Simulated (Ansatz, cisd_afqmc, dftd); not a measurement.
System: C3H6, charge 0, singlet. C3H6 (prop-1-ene, SMILES C=CC).
B3LYP-D3(BJ)/def2-TZVP minimum from Ansatz (an electronic-structure program):
```xyz
9

C      1.2882     0.1370     0.0119
C      0.0047     0.4726     0.0011
H      1.6023    -0.9010     0.0124
H      2.0710     0.8846     0.0207
H     -0.2612     1.5267     0.0011
C     -1.1384    -0.4921    -0.0114
H     -0.7888    -1.5254    -0.0106
H     -1.7831    -0.3471     0.8604
H     -1.7673    -0.3432    -0.8940
```

Quantity: atomisation energy (electronic, to ground-state atoms), in kJ/mol. UHF or UKS for unpaired electrons; spin-orbit terms are left out. Cores are frozen in correlated methods. Rows without X2C or -DK are non-relativistic. AFQMC is phaseless with a CISD trial state; ± is one standard error, without the phaseless bias. Outlying blocks are dropped, and bars are widened where a walk drifts. Over all cases where full CI ran beside it in this data, AFQMC minus full CI had a median of +0.1 mEh and passed +0.4 mEh in a tenth of the cases. CBS(X,Y): correlation extrapolated as X^-3, Hartree-Fock from the larger set. A bracket is a step between two methods taken in the basis named. The functionals are non-relativistic, so their misses hold any scalar relativity. '+ core + X2C': CCSD(T) terms for core correlation (cc-pwCVTZ) and scalar relativity (cc-pVTZ-DK). For partners of very few electrons the exact lower level stands in for a higher one.

```csv
level,program,atomisation energy (kJ/mol),difference against the last row
PBE/def2-TZVPD,Ansatz,3652.3,45.1
r2SCANh-D4/def2-TZVPD,Ansatz + dftd4,3585.9,-21.3
wB97M-V/def2-TZVPD,Ansatz,3600.3,-6.9
CCSD(T)/cc-pVQZ,Ansatz,3564.6,-42.6
CCSDT(Q)/cc-pVDZ,Ansatz,3361.1,-246.1
AFQMC/CISD/cc-pVDZ,cisd_afqmc,3359.7 ± 1.3,-247.5
"CCSD(T)/CBS(cc-pVTZ,cc-pVQZ) + [CCSDT(Q) - CCSD(T)]/cc-pVDZ + core + X2C",Ansatz,3607.2,0.0
```
